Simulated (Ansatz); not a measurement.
**Wavefunction methods compared: F (charge -1), singlet**

Calculated in Ansatz's Gaussian-basis code; BCCD by scripts on PySCF. Settings: cc-pVDZ; 1 core orbital frozen; no relativity. Perturbation and coupled-cluster methods stand on the Hartree–Fock determinant that coupled cluster favours (restricted). 

System: a free atom or ion.

Correlation energy of CCSD(T), then each method's total less that of CCSD(T), in eV:

```csv
case,E corr CCSD(T),BCCD,BCCD(T),determinant
RHF,-5.237,+0.017,0.000,–
```

(1) How far does CCSDT(Q) lie from CCSD(T) in each case, and where is CCSD(T) within 1 kcal/mol (0.043 eV)?

Answers

(1) RHF: -0.013 eV (within).
